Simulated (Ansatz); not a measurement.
Basis-set extrapolation for C₂H₈N₂, SMILES `CCNN` (PBE0-D4/def2-TZVP geometry, frozen core, the Gaussian-basis code of Ansatz). Multiplicity 1, RHF reference.

```json
{"": "HF", "def2-TZVPP": "-189.321763", "def2-QZVPP": "-189.331200"}
{"": "MP2 correlation", "def2-TZVPP": "-0.785041", "def2-QZVPP": "-0.837985"}
{"": "CCSD(T) correlation", "def2-TZVPP": "-0.855577", "def2-QZVPP": "not run"}
```

Energies in hartree. Use E(X) = E(∞) + A·exp(−7.88·√X) for Hartree–Fock and E(X) = E(∞) + B·X^(−2.97) for correlation, with X = 3 and 4, and add CCSD(T) minus MP2 of the smaller set to the MP2 limit.

What is the CCSD(T) energy at the basis-set limit?

HF limit: -189.331200 + (-0.009437) × 0.13774 = -189.33250. MP2 limit: -0.837985 + (-0.052944) × 0.74074 = -0.87720. Higher-order term: -0.855577 − (-0.785041) = -0.07054. Total: -190.28024 hartree, 270.2 kJ/mol below CCSD(T)/def2-TZVPP.
